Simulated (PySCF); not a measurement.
Dipole moment and polarisability of `N#CCC=C=O`

C4H3NO.
Structure used (GFN2-xTB), in Å, numbered top down from 1:
```
atom  x, y, z in Å
N1    -2.3682    1.2646   -0.4311
C2    -1.5786    0.4509   -0.2906
C3    -0.5606   -0.5557   -0.0928
C4     0.6656    0.0748    0.5301
C5     1.7742    0.2623   -0.1113
O6     2.7825    0.3968   -0.6723
H7    -0.9610   -1.3334    0.5653
H8    -0.3160   -1.0021   -1.0595
H9     0.5755    0.4476    1.5371
```

Level: B3LYP/def2-SVPD (PySCF), static field, nuclei fixed, core orbitals frozen in the response. The polarisability tensor in these axes (au):

```
x   72.23 -3.55 -5.36
y   -3.55 44.77 -1.98
z   -5.36 -1.98 42.61
```

Question: Diagonalise the tensor; give its mean and Δα, where Δα² is half the sum of the squared differences of the eigenvalues.

Answer: Principal values 40.15, 45.94 and 73.52 au; mean 53.20 au = 7.88 Å³ = 8.77 × 10⁻⁴⁰ C²·m²/J; Δα = 30.89 au (58 % of the mean).

Question: What is the dipole moment, and where does it point?

Answer: (1.37, -2.76, 1.24) D, 3.32 D in size, pointing from the negative to the positive side. Measured along this direction, the outermost atoms are N1 at the negative end and H7 at the positive end.

Question: Orientational against electronic polarisability at 298 K (dilute gas, rigid molecules)?

Answer: In Gaussian units μ²/3kT = 89.54 Å³ against 7.88 Å³, a ratio of 11.36; the Debye molar polarisation (4π/3)N_A(α + μ²/3kT) is 245.8 cm³/mol, leaving out the vibrational part.

Question: Rayleigh depolarisation ratio (linearly polarised light, static tensor)?

Answer: ρ = 3Δα²/(45ᾱ² + 4Δα²) = 2861.9/(127374 + 3815.9) = 0.0218.

Question: Find the Langevin capture rate constant for H3+ (3.023 u) meeting this molecule (81.021 u), k = 2.342 × 10⁻⁹ cm³/s × √(α in Å³ / reduced mass in u).

Answer: The reduced mass is 2.91 u, so k = 3.85 × 10⁻⁹ cm³/s. The formula leaves out the permanent dipole, which adds to the capture rate.

Question: Sum over states: ᾱ = Σ f/ω², ω in Eh. What share falls to these 8 lowest TDDFT singlets (eV, f)? 3.65, 0.0001; 6.12, 0.0191; 6.66, 0.0010; 6.69, 0.0059; 6.79, 0.0047; 7.11, 0.0765; 7.18, 0.0217; 7.48, 0.0012.

Answer: They add up to 2.02 au, 3.8 % of the 53.20 au; the largest single term is 1.12 au, from the state at 7.11 eV. Terms in order: 0.00, 0.38, 0.02, 0.10, 0.07, 1.12, 0.31, 0.02 au. Higher excitations give the rest. The strengths listed sum to 0.130.

Geometry: GFN2-xTB, one conformer, isolated molecule.
